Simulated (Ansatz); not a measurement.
Task: a single point in a Gaussian basis of C₄H₉O, SMILES C[C](C)CO, with Ansatz's Python interface. Give the script and its output. Use: MP2, def2-SVPD basis, multiplicity 2.

The script reads `c4h9o.xyz`:
```text
14

C     1.39730   -0.84260    0.30630
C     0.29570   -0.07980   -0.43390
C     0.30920    1.40520   -0.05720
C    -1.07920   -0.72110   -0.19640
O    -2.03440   -0.15950   -1.05600
H     1.22590   -0.81020    1.40380
H     1.41620   -1.90160   -0.02720
H     2.38780   -0.39460    0.08000
H    -0.42230    1.96460   -0.67650
H     0.05680    1.53920    1.01660
H     1.31440    1.83670   -0.24890
H    -1.38320   -0.61490    0.87170
H    -1.01860   -1.80740   -0.41970
H    -2.46560    0.58610   -0.56240
```

`energy_c4h9o.py`
```python
# -*- coding: utf-8 -*-
"""Single point of C4H9O in a Gaussian basis."""

from pathlib import Path
import logging
import sys

import ansatz as az

logging.basicConfig(stream=sys.stdout, format="[%(levelname)s] %(message)s")
log = logging.getLogger("run")
log.setLevel(logging.INFO)

BASIS = "def2-SVPD"
LEVEL = "mp2"

molecule = az.Crystal.molecule_from_extxyz("c4h9o.xyz")

base = (
    molecule.calculation()
    .basis(gaussian=BASIS)
    .correlation(LEVEL)
    .spin("collinear", total=1)
    .orbitals()
)
res = base.run(runs_dir="c4h9o_runs")
report = res.report

log.info(f"E = {report['free_energy_ev']:.6f} eV = {report['free_energy_ev'] / 27.211386246:.7f} Ha")
print("converged:", report["converged"], " doubts:", report["published_state_doubts"] or "none")

print("correlation energy", round(report["free_energy_ev"] - report["reference_energy_ev"], 5), "eV")
cluster = report["correlation"].get("coupled_cluster")
if cluster:
    print("cycles", cluster["cycles"], " T1 diagnostic", round(cluster["t1_diagnostic"], 4), " largest double", round(cluster["largest_double"], 4))

state = report["mean_field"]["state"]
log.info(f"mean field: {state['energy']['hartree']:.7f} Ha, <S^2> = {abs(state['spin_squared']):.4f}, stability: {state.get('stability', {}).get('kind')}")

lines = Path(report["orbitals_path"]).read_text().splitlines()
field_of = lambda key: [line.split("=")[1].strip() for line in lines if line.startswith(key)]
orbitals = [(27.211386 * float(e), s, float(n)) for e, s, n in zip(field_of("Ene="), field_of("Spin="), field_of("Occup="))]
homo = max(e for e, _, n in orbitals if n > 0.5)
lumo = min(e for e, _, n in orbitals if n < 0.5)
for e, spin, n in sorted(orbitals):
    if homo - 6 < e < lumo + 5:
        log.info(f"{spin:6s} {e:10.3f} eV  occupation {n:.0f}")
```

Output of `python energy_c4h9o.py`:
```text
[INFO] E = -6316.454178 eV = -232.1254096 Ha
converged: True  doubts: none
correlation energy -20.99201 eV
[INFO] mean field: -231.3539676 Ha, <S^2> = 0.7605, stability: minimum
[INFO] Beta      -15.662 eV  occupation 1
[INFO] Alpha     -14.986 eV  occupation 1
[INFO] Beta      -14.738 eV  occupation 1
[INFO] Alpha     -14.573 eV  occupation 1
[INFO] Beta      -14.501 eV  occupation 1
[INFO] Alpha     -14.370 eV  occupation 1
[INFO] Beta      -14.297 eV  occupation 1
[INFO] Alpha     -13.635 eV  occupation 1
[INFO] Beta      -13.515 eV  occupation 1
[INFO] Alpha     -13.009 eV  occupation 1
[INFO] Beta      -12.772 eV  occupation 1
[INFO] Alpha     -11.843 eV  occupation 1
[INFO] Beta      -11.628 eV  occupation 1
[INFO] Alpha      -9.933 eV  occupation 1
[INFO] Beta        2.226 eV  occupation 0
[INFO] Alpha       2.599 eV  occupation 0
[INFO] Alpha       3.042 eV  occupation 0
[INFO] Beta        3.043 eV  occupation 0
[INFO] Beta        3.445 eV  occupation 0
[INFO] Alpha       3.468 eV  occupation 0
[INFO] Beta        3.535 eV  occupation 0
[INFO] Alpha       3.924 eV  occupation 0
[INFO] Beta        3.995 eV  occupation 0
[INFO] Alpha       4.196 eV  occupation 0
[INFO] Beta        4.224 eV  occupation 0
[INFO] Alpha       4.857 eV  occupation 0
[INFO] Beta        4.884 eV  occupation 0
[INFO] Alpha       5.121 eV  occupation 0
[INFO] Beta        5.148 eV  occupation 0
[INFO] Alpha       5.211 eV  occupation 0
[INFO] Beta        5.400 eV  occupation 0
[INFO] Alpha       5.425 eV  occupation 0
[INFO] Beta        5.692 eV  occupation 0
[INFO] Alpha       6.178 eV  occupation 0
[INFO] Beta        6.239 eV  occupation 0
[INFO] Alpha       6.379 eV  occupation 0
[INFO] Beta        6.415 eV  occupation 0
[INFO] Alpha       6.454 eV  occupation 0
[INFO] Alpha       6.537 eV  occupation 0
[INFO] Beta        6.592 eV  occupation 0
[INFO] Beta        6.616 eV  occupation 0
[INFO] Alpha       6.785 eV  occupation 0
[INFO] Beta        6.839 eV  occupation 0
```

What to keep in mind:
- Total energies depend on the basis set; only differences at equal settings carry meaning.
- The geometry is a force-field or estimated start, not a minimum of this method, and the basis set is short of its limit.
- The species is open-shell (spin multiplicity 2).
- Levels such as HOMO and LUMO are orbital energies: in Hartree-Fock the gap is too wide and the LUMO hangs on the basis.
- Inner cores stay frozen, so this is valence correlation.
- S² is that of the Hartree-Fock reference.
- Wall time of the script: 6.2 s on 1 thread of Intel(R) Xeon(R) 6975P-C (Granite Rapids) (shared host), peak memory 0.56 GiB.

(A comment or docstring line of the script was reworded after the run, the code is as it ran; lines on the test bed's own set-up are left out of the output.)
